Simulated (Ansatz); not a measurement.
**BSiN (triplet): the correlation ladder, def2-QZVPP**

An exercise on one series of results from a longer session: the logs are not shown, and one member is left open.

Program: Ansatz 0.2.0, Gaussian basis. Level of theory: def2-QZVPP, core rule «outside noble gas», up to 7 orbitals frozen. These are calculated values, not measurements.

The runs, in order: UHF; ROHF; CCSD(T) on UHF.

2 further runs of the same task are left out: 2 set aside as unsound or not needed.

## What is computed

The geometry is a PBE0/def2-TZVP stationary point (not a proven minimum) of the parent state, kept for this charge and spin.

3 atoms, charge 0, spin multiplicity 3.

Atoms are counted from 1 here; the program's logs count them from 0.

Bond lengths: B1–N2 1.366 Å, N2–Si3 1.578 Å. Angles: B1–N2–Si3 180.0°.

Coordinates:

```csv
atom,x (Å),y (Å),z (Å)
B1,0.00000,0.00000,1.43673
N2,0.00000,0.00000,0.07051
Si3,0.00000,0.00000,-1.50724
```

Set-up of the first run:

The input, in.yaml:

```yaml
crystal:
  periodic: [false, false, false]
  atoms:
    - {symbol: B, position_ang: [0.000000, 0.000000, 1.436730]}
    - {symbol: N, position_ang: [0.000000, 0.000000, 0.070506]}
    - {symbol: Si, position_ang: [0.000000, 0.000000, -1.507236]}
basis:
  gaussian: {orbitals: "def2-QZVPP.json"}
magnetization: {spin_polarized: true, initial_magnetization: 2}
hamiltonian: {xc: hf}
output: {orbitals: {seedname: orbitals}}
```

The run is started by

```sh
$ ansatz run in.yaml --threads 1 --pin off --events-out ev --progress --plain --max-ram 2393MiB
```

Steps of the session up to this table: UHF; ROHF; CCSD(T) on UHF.

One table of the session follows, with a row left open; its other results are not shown here.

It belongs to the step «Misses and costs». 

```
  method  from UCCSD(T) (kJ/mol)
    ROHF                       ?
     UHF                 +1016.4
    UMP2                  +116.4
   UCCSD                   +57.4
UCCSD(T)                       0
```

Q: Estimate the row for ROHF from the others.

**Answer.** from UCCSD(T) (kJ/mol): +1064.9. In the column «from UCCSD(T) (kJ/mol)» it is the highest.
